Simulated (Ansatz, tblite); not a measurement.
Spin states of Li₂F⁺, each relaxed with PBE0-D4/def2-TZVP in Ansatz. Electronic energies in the gas phase.

The xTB rows come from tblite. Correlated methods freeze 1 core orbital; core or outer-core shells of Li are correlated, in sets that lack core-valence functions. In the triplet geometry the species has come apart into loosely held pieces. In the quintet geometry the species has come apart into loosely held pieces. The structure comes from a short search, and lower isomers may exist.

Singlet geometry (D∞h within 0.1 Å):

```xyz
3

Li    0.5567    1.2135   -0.9841
Li   -0.5567   -1.2135    0.9841
F     0.0000    0.0000    0.0000
```

Triplet geometry (Cs within 0.1 Å):

```csv
atom,x (Å),y (Å),z (Å)
Li1,-1.264,1.332,-0.533
Li2,0.487,-1.432,-1.540
F3,0.777,0.100,2.072
```

Quintet geometry:

| atom | x (Å) | y (Å) | z (Å) |
| --- | --- | --- | --- |
| Li1 | -3.492 | -0.356 | -0.186 |
| Li2 | 3.478 | 0.388 | 0.329 |
| F3 | 0.014 | -0.032 | -0.143 |

⟨S²⟩: triplet 2.00 at PBE0-D4/def2-TZVP (pure 2.00), quintet 6.00 at PBE0-D4/def2-TZVP (pure 6.00).

Run but left out: GFN1-xTB (tight binding far off the other levels).

Only these spin states were relaxed. The triplet has fallen apart into loose fragments. The quintet has fallen apart into loose fragments. The triplet has other bonds than the singlet, so the gap mixes isomer and spin. The quintet has other bonds than the singlet, so the gap mixes isomer and spin.

Task: Estimate which spin state lies lowest at each of these levels, and by how much: GFN2-xTB; HF/def2-TZVP; HF/def2-TZVPP; CAM-B3LYP-D4/def2-TZVP; B2PLYP/def2-TZVP; RPA@PBE/def2-TZVP; MP2/def2-TZVP; CCSD/def2-TZVPP.

Result: 
| level | triplet − singlet (kJ/mol) | quintet − singlet (kJ/mol) | lowest of these |
| --- | --- | --- | --- |
| GFN2-xTB | 702.0 | 2466.3 | singlet |
| HF/def2-TZVP | 554.9 | 1572.6 | singlet |
| HF/def2-TZVPP | 550.0 | 1559.9 | singlet |
| CAM-B3LYP-D4/def2-TZVP | 734.8 | 1933.1 | singlet |
| B2PLYP/def2-TZVP | 736.5 | 1909.9 | singlet |
| RPA@PBE/def2-TZVP | 679.9 | 1835.9 | singlet |
| MP2/def2-TZVP | 745.6 | 1907.6 | singlet |
| CCSD/def2-TZVPP | 709.1 | 1851.5 | singlet |

The xTB methods have no term that favours high spin, so they put low spin too low.
